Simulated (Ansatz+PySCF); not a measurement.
singlet C2: levels of theory in one basis

```xyz
2

C     0.0000    0.0000   -0.9421
C     0.0000    0.0000    0.9421
```

Basis set: cc-pVDZ (spherical functions). Left uncorrelated: 2 orbitals. Charge 0, multiplicity 1.

Computed with Ansatz (development build ahead of 0.2.0); each method stands on the lowest determinant of its kind that the runs found. NEVPT2 correlates all electrons. Active spaces start from the frontier orbitals, and the lowest solution found is given.

| method | E − E(RHF) (eV) | <S²> of the determinant |
| --- | --- | --- |
| RHF | 0.00 | 0.00 |
| UHF | -2.39 | 1.94 |
| UHF-MP2 | -5.87 | 1.94 |
| RHF-CCSD | -7.36 | – |
| RHF-CCSD(T) | -7.84 | – |
| UHF-CCSD(T) | -7.79 | 1.94 |
| RHF-CCSDT(Q) | -7.95 | – |
| CASSCF(8,8) | -4.69 | – |
| SC-NEVPT2(8,8) | -7.25 | – |

Q: What does RHF-MP2 give on the same scale?

A: -6.45 eV.

Q: Is a single determinant a sound starting point here?

A: It is doubtful. Unrestricted orbitals lower Hartree–Fock by 2.39 eV and <S²> is 1.94 where a pure state has 0.00, a sign of strong static correlation. The CASSCF(8,8) natural occupations are 1.96, 1.93, 1.89, 1.76, 0.24, 0.09, 0.07, 0.06.

Caution for RHF, RHF-MP2, RHF-CCSD, RHF-CCSD(T), RHF-CCSDT(Q): an unrestricted determinant lies well below. Caution for UHF, UHF-MP2, UHF-CCSD(T): the unrestricted determinant is a mixture of spin states; the determinant breaks the point group. Caution for RHF-MP2, RHF-CCSD, RHF-CCSD(T), RHF-CCSDT(Q): large amplitudes, a single reference is doubtful. Caution for UHF-MP2, UHF-CCSD(T): bonds are stretched, where a single reference can fail. Caution for UHF-MP2: another reference gives a lower total. Caution for RHF-CCSD(T): the program doubts this total. Caution for RHF-CCSDT(Q): the amplitudes may be one of several solutions. Caution for CASSCF(8,8): other starts end on other solutions of this active space.
